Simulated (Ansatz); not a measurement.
```yaml
crystal:
  periodic: [false, false, false]
  atoms:
    - {symbol: Ge, position_ang: [-1.052343, -0.190710, -0.001454]}
    - {symbol: Si, position_ang: [1.216736, 0.210889, 0.001637]}
    - {symbol: O, position_ang: [2.716146, 0.405420, 0.003357]}
    - {symbol: H, position_ang: [-1.177826, 1.432431, 0.005850]}
basis:
  gaussian: {orbitals: def2-TZVP}
magnetization: {spin_polarized: true, initial_magnetization: 1}
hamiltonian: {xc: pbe0}
relax: {f_tol: 0.004, max_steps: 80}
```

```sh
$ ansatz run in.yaml --threads 1 --pin off --events-out ev --progress --plain --max-ram 2176MiB
```

Steps of the relaxation (energy above the last step; positions in Å, forces in eV/Å):

```
4
step 1, 73.0 meV
Ge   -1.052   -0.191   -0.001   -0.704    0.033    0.000
Si    1.217    0.211    0.002    0.452    0.466    0.002
O     2.716    0.405    0.003   -0.065   -0.119   -0.001
H    -1.178    1.432    0.006    0.317   -0.380   -0.002
```

```
4
step 2, 40.2 meV
Ge   -1.125   -0.238   -0.002    0.131    0.191    0.001
Si    1.154    0.312    0.002    0.206   -0.418   -0.002
O     2.665    0.408    0.003   -0.208    0.189    0.001
H    -0.992    1.376    0.006   -0.129    0.038    0.000
```

```
4
step 3, 19.3 meV
Ge   -1.113   -0.221   -0.002   -0.092    0.076    0.000
Si    1.174    0.257    0.002    0.263   -0.043    0.000
O     2.679    0.427    0.003   -0.207    0.041    0.000
H    -1.038    1.395    0.006    0.036   -0.074    0.000
```

```
4
step 11, 0.0 meV
Ge   -1.201   -0.233   -0.002    0.000    0.000    0.000
Si    1.092    0.144    0.001    0.000    0.000    0.000
O     2.532    0.603    0.004    0.000    0.000    0.000
H    -0.721    1.343    0.006    0.000    0.000    0.000
```

Close pairs at the end: Si2–O3 1.512 Å, Ge1–H4 1.647 Å, Ge1–Si2 2.323 Å.

A stationary point of unrestricted PBE0 after 11 steps, with ⟨S²⟩ = 0.754 against 0.75 for a pure state; no frequencies were run, so it isn't proven a minimum. 74 s on 1 thread of AMD EPYC 7R43, shared host.
